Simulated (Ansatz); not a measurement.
# MgH₂O₂: single points off equilibrium

One table from this session's results is given with a row withheld; the runs are named, their logs left out.

The runs use Ansatz 0.2.0, Gaussian basis; single points in def2-TZVPP.

Cores are frozen in the correlated methods. The outer core shell of Li, Na, Mg and K is correlated.

## The system as given

SMILES `[OH][Mg][OH]`, 5 atoms, charge 0, spin multiplicity 1.

Atoms are counted from 1 here; the program's logs count them from 0.

Bond lengths: O1–Mg2 1.771 Å, O1–H4 0.995 Å, Mg2–O3 1.595 Å, O3–H5 0.896 Å. Angles: Mg2–O1–H4 125.7°, O1–Mg2–O3 130.2°, Mg2–O3–H5 133.5°.

Coordinates:

```xyz
5

O    -1.3220   -0.1587   -0.8292
Mg    0.0757   -0.8605    0.0007
O     1.3317   -0.1523    0.6832
H    -1.8264    0.6478   -0.5357
H     1.6915    0.6650    0.6142
```

Set-up of the first run:

run/in.yaml reads:

```yaml
crystal:
  periodic: [false, false, false]
  atoms:
    - {symbol: O, position_ang: [-1.322000, -0.158700, -0.829200]}
    - {symbol: Mg, position_ang: [0.075700, -0.860500, 0.000700]}
    - {symbol: O, position_ang: [1.331700, -0.152300, 0.683200]}
    - {symbol: H, position_ang: [-1.826400, 0.647800, -0.535700]}
    - {symbol: H, position_ang: [1.691500, 0.665000, 0.614200]}
basis:
  gaussian: {orbitals: def2-TZVPP}
correlation: {method: ccsd_t}
output: {forces: true}
```

The command line of these runs was not kept.

Among the steps run: CCSD(T)/def2-TZVPP; PBE0-D4/def2-TZVPP; wB97M-V/def2-TZVPP; r2SCAN-D4/def2-TZVPP; PBE-D4/def2-TZVPP; revPBE-D4/def2-TZVPP; HSE06-D4/def2-TZVPP.

One of the session's tables, all rows but one given; the rest of the session is left out.

| method | RMS force component (eV/Å) | angle to CCSD(T) forces (°) | dipole (D) |
| --- | --- | --- | --- |
| CCSD(T) | 2.320 | reference | 2.37 |
| PBE0-D4 | 2.296 | 1.0 | 2.25 |
| wB97M-V | 2.326 | 0.5 | 2.23 |
| r2SCAN-D4 | 2.311 | 1.0 | 2.26 |
| PBE-D4 | ? | ? | ? |
| revPBE-D4 | 2.408 | 6.1 | 2.14 |
| HSE06-D4 | 2.297 | 0.9 | 2.25 |

Estimate the missing values for PBE-D4.

**Answer.** RMS force component (eV/Å): 2.356; angle to CCSD(T) forces (°): 6.2; dipole (D): 2.10. In the column «RMS force component (eV/Å)» it lies between wB97M-V (2.326) and revPBE-D4 (2.408).
